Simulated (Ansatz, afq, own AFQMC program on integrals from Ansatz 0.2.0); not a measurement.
Atomization energy of NH₃O, singlet, worked out

| atom | x (Å) | y (Å) | z (Å) |
| --- | --- | --- | --- |
| N | -0.1540 | 0.0000 | 0.7068 |
| O | 0.1385 | 0.0000 | -0.6853 |
| H | 0.3377 | -0.8114 | 1.0705 |
| H | 0.3377 | 0.8114 | 1.0705 |
| H | -0.7342 | 0.0000 | -1.0862 |

Connectivity, by distances: NH2–OH.

Basis cc-pVDZ. Noble-gas cores (and the filled d shells of Ga–Kr and In–Xe) are frozen. Ansatz 0.2.0 and our own AFQMC program on the same integrals; the CISD trial comes from CCSD amplitudes, and released means the phaseless constraint is let go. Uncertainties: one standard error, sampling alone.

Total energies in eV. CBS is CCSD(T) at the limit of def2-TZVPP/QZVPP (extrapolated itself); the highest rung of each member is named.

Cautions: NH₃O (singlet): the released energies move by 1.5 errors or more from one time to the next, so no released level is given (meV from the phaseless value at times in 1/Eh: -20 ± 15 at 0.24, -26 ± 14 at 0.50, -5 ± 12 at 1.00, -43 ± 18 at 1.50), though the last usable value meets CCSDT(Q) within the noise, its ph-AFQMC/CISD value lies 34 ± 15 meV above CCSDT(Q).

```tsv
member	count	CCSD(T)/cc-pVDZ	highest rung in cc-pVDZ	which	CCSD(T)/CBS
N (quartet)	+1	-1482.4355	-1482.4402	FCI	-1483.8573
O (triplet)	+1	-2038.4036	-2038.4088	FCI	-2040.9924
H (doublet)	+3	-13.5861	-13.5861	FCI	-13.6059
NH₃O, singlet	-1	-3575.3349	-3575.3719	CCSDT(Q)	-3581.2570
```

**Question.** Work out the best estimate of the atomization energy: the CCSD(T)/CBS difference plus the step from CCSD(T) to the highest rung.

**Answer.** Sums with the counts: CCSD(T)/CBS 15.5896 eV, highest rung 13.7646 eV, CCSD(T)/cc-pVDZ 13.7375 eV. The step is 13.7646 − 13.7375 = 0.0271 eV, so the best estimate is 15.5896 + (0.0271) = 15.6167 eV. The basis set is worth 1.852 eV of it. Zero-point, core-correlation and spin–orbit terms aren't in it.

Best estimates are given only where the step beyond CCSD(T) is under 0.3 eV and no member's determinant is very poor (T1 over 0.05, or 0.07 for open shells, ⟨S²⟩ too high by 0.3, two states mixed), so the hardest cases are missing from such tables.

CCSDT and higher add their correlation energy to the determinant of the CCSD(T) run, since their own runs factorise the integrals more tightly (a shift of under 2 meV). Each member of a difference takes its own highest rung, so a best estimate needn't equal the limit plus the step of one row.
